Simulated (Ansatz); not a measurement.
# Structure relaxation of TaTl

Theory: DFT PBE, scalar-relativistic, plane waves, PAW in Ansatz 0.2.0.

TaTl was placed on the rock salt structure type (Fm-3m, No. 225), with Ta in place of Na, Tl in place of Cl, at a guessed volume.

The final relaxation ran on this input, with the default PAW datasets:

```yaml
crystal:
  lattice:
    - [0.0, 2.8536917149, 2.8536917149]
    - [2.8536917149, 0.0, 2.8536917149]
    - [2.8536917149, 2.8536917149, 0.0]
  atoms:
    - { symbol: Ta, position: [0.0, 0.0, 0.0] }
    - { symbol: Tl, position: [0.5, 0.5, 0.5] }
basis:
  ecutwfc: 420
kpoints:
  mp_grid: { grid: [16, 16, 16] }
hamiltonian:
  xc: pbe
scf:
  occupations: { method: gaussian, width: 0.1 }
output:
  forces: true
  stress: true
  eigenvalues: true
relax:
  adjacent_minimum: "off"
  f_tol: 0.01
  max_steps: 80
  cell: { stress_tol: 0.05 }
```

Launched as:

```bash
ansatz run input.yaml --threads 1 --pin off --max-ram 2560MiB --backend cpu --events-out ev --progress --plain --runs-dir out
```

Time: 37 s on 1 thread of Intel(R) Xeon(R) Platinum 8259CL CPU @ 2.50GHz (Skylake/Cascade Lake) (shared host), peak memory 0.47 GiB.

End of the output:

```
SCF converged after 5 iterations
Free energy (F): -21374.001672 eV
Harris-Foulkes:  -21374.001672 eV  (|F-HF|=0.00e0)
Internal energy: -21373.996894 eV  (E = F + TS)
E sigma→0 (E₀):  -21373.999283 eV
Entropy (-TS):   -0.004778 eV (-2.389 meV/atom)
Fermi energy:    14.212136 eV
--- Per-component energies (eV) ---
  E_band       = -123.697498
  E_kinetic    = 700.482660
  E_local      = -1509.884808  (includes V_loc(G=0)·N_el)
  E_nonlocal   = 329.656840
  E_hartree    = 544.560640
  E_xc         = -447.464042
  E_vxc        = -344.467353  (∫ρ·V_xc dr)
  E_paw        = -18562.494230  (= ΣΔE_a)
  E_vpaw       = -388.606326  (= ΣTr[D̂ρ^β])
  E_aug_tail   = 0.000187  (compensation charges beyond the density's cutoff)
  E_ewald      = -2428.854142
  E_smearing   = -0.004778  (= −TS)
  E_closure    =  0.000000  (closes the sum)
  Σ components = -21374.001672   (vs F -21374.001672, Δ=0.00e0)
--- Forces (eV/Å), atoms counted from 1 ---
  atom   1  Ta     0.00000000     0.00000000     0.00000000
  atom   2  Tl     0.00000000     0.00000000     0.00000000
  max |Σ_I F_I| component: 2.81e-29 eV/Å
--- Stress (GPa, compression-positive) ---
        0.000084       0.000000       0.000000
        0.000000       0.000084       0.000000
        0.000000       0.000000       0.000084
  P = ⅓ Tr σ = 0.0001 GPa (0.001 kbar)
--- Relaxed structure (4 steps of the walk, 3 accepted, 1 SCFs on fresh bases) ---
  F+E_penalty+E_count = -21374.00167171 eV   max|allowed force component| = 1.118e-29 eV/Å   (the final SCF, on the basis selected at the relaxed cell)
  cell:  # Å, volume = 45.9469 Å³
    - [0.000000, 2.842771, 2.842771]
    - [2.842771, 0.000000, 2.842771]
    - [2.842771, 2.842771, 0.000000]
  atoms:
    - { symbol: Ta, position: [0.000000, 0.000000, 0.000000] }
    - { symbol: Tl, position: [0.5, 0.5, 0.5] }
```

Absolute energies hang on the potentials; compare differences alone.

The result has space group Fm-3m (No. 225). Ta has 6 Tl at 2.84 Å; around Tl lie 6 Ta at 2.84 Å.

Against the elements it lies at 1.20 eV/atom. Energies over the elements count from the elements' standard structures at the same level, with no empirical corrections.

The k mesh leaves about 4 meV/atom of noise in metals. Spin–orbit coupling is left out.

Symmetry constrained the relaxation, so the result can be a saddle point.